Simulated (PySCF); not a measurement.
## Building multiplets from coupling constants

Bonds (- single, = double, # triple, : aromatic): N1-C2 1.391 Å, C2:C3 1.419 Å, C3:N4 1.328 Å, N4:N5 1.319 Å, N5:C6 1.363 Å, C6:C2 1.387 Å. N1 carries H7, H8; C3 carries H9; N5 carries H10; C6 carries H11.

[PySCF 2.14.0 with density-fitted response routines: σ from GIAO-B3LYP/pcSseg-2; geometry from PBE0-D3(BJ)/def2-SVP; spin–spin couplings from B3LYP/pcJ-1 (spin–dipole term only in couplings to heteroatoms); one conformer; averaged over atoms made equivalent by symmetry, fast rotation or ring inversion; non-relativistic Hamiltonian; no solvent]

Scale: $^{13}$C vs TMS (reference shieldings calculated alike).

Spectrometer: 800 MHz for $^{1}$H. First-order analysis; couplings under 1 Hz (under 4 Hz in carbon signals) are ignored, and nearly equal couplings are merged; the smaller ones broaden or split the lines further.

(1) What pattern does C6 show in the proton-coupled $^{13}$C spectrum?

(2) What pattern does C2 show in the proton-coupled $^{13}$C spectrum?

Answers

(1) A doublet at δ 115.7: 192.3 Hz to H11 (1 × $^{1}$H, 1 bond away). Lines in Hz from the centre (relative intensity): +96.2 (1), -96.2 (1). The outer lines are 192.3 Hz apart, the sum of the couplings kept, or 0.956 ppm at this field.

(2) A doublet of doublets at δ 142.4: 10.1 Hz to H9 (1 × $^{1}$H, 2 bonds away), 6.7 Hz to H11 (1 × $^{1}$H, 2 bonds away). Lines in Hz from the centre (relative intensity): +8.4 (1), +1.7 (1), -1.7 (1), -8.4 (1). The outer lines are 16.8 Hz apart, the sum of the couplings kept, or 0.084 ppm at this field.

The OH or NH signal is concentration- and solvent-dependent in practice; the value given is the gas-phase one.
